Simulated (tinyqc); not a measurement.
RHF in the sto-3g basis, for H2F+, spin multiplicity 1, step by step (part 2 of 2). Computed by tinyqc, a small Python program that keeps every step (integrals from PySCF). Command: `OMP_NUM_THREADS=1 python tinyqc.py 26049 26050 out.jsonl` (the two numbers bound the seeds that draw the settings). One thread of a shared host (Intel(R) Xeon(R) Processor @ 2.60GHz), about 0.1 s of CPU time with the checks.

Geometry (angstrom):
```
atom         x          y         z
F     0.000000   0.000000  0.000000
H     0.000000   1.032000  0.553000
H     0.000000  -1.032000  0.553000
```

## Iteration 2: diagonalisation and new density

extrapolated F (hartree):
```
             1F 1s      1F 2s     1F 2px     1F 2py     1F 2pz      2H 1s      3H 1s
1F 1s   -25.618791  -6.579512  -0.002242  -0.000292  -0.007441  -0.758733  -0.759775
1F 2s    -6.579512  -3.120934  -0.002309   0.000713  -0.105816  -0.745233  -0.750904
1F 2px   -0.002242  -0.002309  -0.488141   0.008546  -0.004023  -0.043252   0.009371
1F 2py   -0.000292   0.000713   0.008546  -0.592700  -0.004113  -0.346798   0.344101
1F 2pz   -0.007441  -0.105816  -0.004023  -0.004113  -0.527190  -0.186378  -0.211728
2H 1s    -0.758733  -0.745233  -0.043252  -0.346798  -0.186378  -0.496686  -0.162851
3H 1s    -0.759775  -0.750904   0.009371   0.344101  -0.211728  -0.162851  -0.504134
```

X:
```
                1          2          3         4          5          6         7
1F 1s   -0.439963   0.000000   0.676494  0.000000  -0.593593   0.000000  0.247637
1F 2s    0.963009   0.000000  -0.186577  0.000000  -0.236447   0.000000  0.505230
1F 2px   0.000000   0.000000   0.000000  1.000000   0.000000   0.000000  0.000000
1F 2py   0.000000   0.819228   0.000000  0.000000   0.000000   0.677084  0.000000
1F 2pz   0.297696   0.000000   0.694227  0.000000   0.659956   0.000000  0.163406
2H 1s   -0.555815  -0.684407  -0.243461  0.000000   0.206835   0.405231  0.383433
3H 1s   -0.555815   0.684407  -0.243461  0.000000   0.206835  -0.405231  0.383433
```

Diagonalise F' = X^T F X, C = X C', fill 5 alpha and 5 beta electrons from the bottom; D = 2 C_occ C_occ^T. Each column has its largest component positive (the first on a tie).

F' = X^T F X (hartree):
```
           1          2          3          4           5          6          7
1  -1.802484  -0.004863   3.793143   0.016397   -3.646630   0.004145   1.714240
2  -0.004863   0.060739  -0.012634   0.043016   -0.013840  -0.050722  -0.008088
3   3.793143  -0.012634  -9.985475   0.004370    9.875488   0.004541  -6.015756
4   0.016397   0.043016   0.004370  -0.488141   -0.007786  -0.015538  -0.015370
5  -3.646630  -0.013840   9.875488  -0.007786  -10.885214   0.004397   6.436328
6   0.004145  -0.050722   0.004541  -0.015538    0.004397  -0.761713   0.003141
7   1.714240  -0.008088  -6.015756  -0.015370    6.436328   0.003141  -5.159175
```

orbital energies (hartree): MO1 -25.629589, MO2 -1.548156, MO3 -0.765551, MO4 -0.561128, MO5 -0.490865, MO6 -0.094336, MO7 0.068162

coefficients C:
```
              MO1        MO2        MO3        MO4        MO5        MO6        MO7
1F 1s    0.994410  -0.252725  -0.001634   0.062910  -0.002539   0.090540   0.001767
1F 2s    0.023344   0.958498   0.006269  -0.298359   0.008127  -0.514653  -0.010384
1F 2px   0.000086   0.004617   0.046586   0.136691   0.984826  -0.056096   0.078070
1F 2py   0.000025  -0.000111   0.722730   0.027334  -0.100560  -0.024412   0.771870
1F 2pz   0.001201   0.099612  -0.022289   0.874005  -0.144857  -0.485353  -0.044288
2H 1s   -0.003519   0.086151   0.364633   0.218994   0.047903   0.722854  -0.690990
3H 1s   -0.003455   0.093928  -0.363634   0.237931  -0.034190   0.687718   0.720298
```

D after iteration 2:
```
            1F 1s      1F 2s     1F 2px     1F 2py     1F 2pz      2H 1s      3H 1s
1F 1s    2.113375  -0.475648   0.009882   0.001693   0.062816  -0.024425  -0.023049
1F 2s   -0.475648   2.016771  -0.056119  -0.009096  -0.333156   0.039659   0.032805
1F 2px   0.009882  -0.056119   1.981517  -0.123259  -0.047538   0.188990  -0.035311
1F 2py   0.001693  -0.009096  -0.123259   1.066396   0.044673   0.529381  -0.505756
1F 2pz   0.062816  -0.333156  -0.047538   0.044673   1.590578   0.369826   0.460726
2H 1s   -0.024425   0.039659   0.188990   0.529381   0.369826   0.381290  -0.148042
3H 1s   -0.023049   0.032805  -0.035311  -0.505756   0.460726  -0.148042   0.397689
```

## Iteration 10 (converged): orbitals

converged F (hartree):
```
             1F 1s      1F 2s     1F 2px     1F 2py     1F 2pz      2H 1s      3H 1s
1F 1s   -26.513703  -6.763424   0.000000   0.000000  -0.017824  -0.780556  -0.780556
1F 2s    -6.763424  -3.530406   0.000000   0.000000  -0.063693  -0.868276  -0.868276
1F 2px    0.000000   0.000000  -0.960506   0.000000   0.000001  -0.000001  -0.000001
1F 2py    0.000000   0.000000   0.000000  -0.843191   0.000000  -0.463667   0.463667
1F 2pz   -0.017824  -0.063693   0.000001   0.000000  -0.900387  -0.291663  -0.291663
2H 1s    -0.780556  -0.868276  -0.000001  -0.463667  -0.291663  -0.648885  -0.177605
3H 1s    -0.780556  -0.868276  -0.000001   0.463667  -0.291663  -0.177605  -0.648885
```

As before.

F' = X^T F X (hartree):
```
           1          2           3          4           5          6          7
1  -2.008836   0.000000    4.031542   0.000001   -3.741368   0.000000   1.661373
2   0.000000   0.032483    0.000000   0.000000    0.000000  -0.084419   0.000000
3   4.031542   0.000000  -10.527929   0.000001   10.045318   0.000000  -6.186388
4   0.000001   0.000000    0.000001  -0.960506    0.000000   0.000000  -0.000001
5  -3.741368   0.000000   10.045318   0.000000  -11.473166   0.000000   6.579365
6   0.000000  -0.084419    0.000000   0.000000    0.000000  -1.050209   0.000000
7   1.661373   0.000000   -6.186388  -0.000001    6.579365   0.000000  -5.540891
```

orbital energies (hartree): MO1 -26.523049, MO2 -1.934730, MO3 -1.056752, MO4 -0.966859, MO5 -0.960506, MO6 -0.126184, MO7 0.039026

coefficients C:
```
              MO1        MO2        MO3        MO4        MO5        MO6        MO7
1F 1s    0.994873  -0.253969   0.000000   0.049400   0.000004   0.090414   0.000000
1F 2s    0.021466   0.972240  -0.000001  -0.244982  -0.000021  -0.517334  -0.000001
1F 2px   0.000000   0.000000  -0.000001  -0.000079   1.000000  -0.000002   0.000000
1F 2py   0.000000   0.000000   0.738362  -0.000002   0.000001  -0.000002   0.764459
1F 2pz   0.001468   0.064062   0.000002   0.900081   0.000070  -0.467510  -0.000001
2H 1s   -0.003167   0.077670   0.351135   0.213710   0.000019   0.711542  -0.713672
3H 1s   -0.003167   0.077670  -0.351134   0.213712   0.000018   0.711539   0.713675
```

D after iteration 10:
```
            1F 1s      1F 2s     1F 2px     1F 2py     1F 2pz      2H 1s      3H 1s
1F 1s    2.113427  -0.475329   0.000000   0.000000   0.059310  -0.024638  -0.024638
1F 2s   -0.475329   2.011454  -0.000002   0.000000  -0.316376   0.046180   0.046180
1F 2px   0.000000  -0.000002   2.000000   0.000000  -0.000002   0.000003   0.000003
1F 2py   0.000000   0.000000   0.000000   1.090357   0.000001   0.518528  -0.518529
1F 2pz   0.059310  -0.316376  -0.000002   0.000001   1.628505   0.394656   0.394657
2H 1s   -0.024638   0.046180   0.000003   0.518528   0.394656   0.350020  -0.143161
3H 1s   -0.024638   0.046180   0.000003  -0.518529   0.394657  -0.143161   0.350021
```

## Convergence

Stop when the energy changes by less than 1e-09 hartree and every element of the error matrix X^T (F D S - S D F) X is below 9e-06.

Course of the cycle:
```
iteration   E (hartree)     change  largest element of the error matrix
1          -94.32623098          -                             3.74e+00
2          -98.22438165  -3.90e+00                             6.53e-01
3          -98.78892541  -5.65e-01                             7.84e-02
4          -98.79760447  -8.68e-03                             4.02e-02
5          -98.80022087  -2.62e-03                             7.09e-03
6          -98.80029030  -6.94e-05                             7.95e-04
7          -98.80029208  -1.78e-06                             3.10e-04
8          -98.80029228  -1.99e-07                             2.76e-05
9          -98.80029228  -1.09e-09                             5.60e-06
10         -98.80029228  -1.04e-10                             2.58e-06
```

PySCF RHF in the same basis = -98.80029228 hartree

Converged in 10 iterations.

## Populations, bond orders and dipole

overlap S:
```
           1F 1s     1F 2s    1F 2px     1F 2py    1F 2pz     2H 1s      3H 1s
1F 1s   1.000000  0.237990  0.000000   0.000000  0.000000  0.026968   0.026968
1F 2s   0.237990  1.000000  0.000000   0.000000  0.000000  0.298058   0.298058
1F 2px  0.000000  0.000000  1.000000   0.000000  0.000000  0.000000   0.000000
1F 2py  0.000000  0.000000  0.000000   1.000000  0.000000  0.226287  -0.226287
1F 2pz  0.000000  0.000000  0.000000   0.000000  1.000000  0.121257   0.121257
2H 1s   0.026968  0.298058  0.000000   0.226287  0.121257  1.000000   0.107231
3H 1s   0.026968  0.298058  0.000000  -0.226287  0.121257  0.107231   1.000000
```

Mulliken: Z minus the diagonal of D S on the atom; Loewdin: the same with S^(1/2) D S^(1/2); Mayer order: 2 sum_s sum (D(s) S)_ij (D(s) S)_ji over the two atoms.

Charges (e):
```
atom  Mulliken   Loewdin
1F    0.025921  0.118237
2H    0.487040  0.440882
3H    0.487039  0.440881
```

Mayer bond orders:
```
pair     order
2-1   0.736545
3-1   0.736546
3-2   0.026247
```

dipole moment about the origin, x y z (debye): 0.000001  0.000004  2.975139
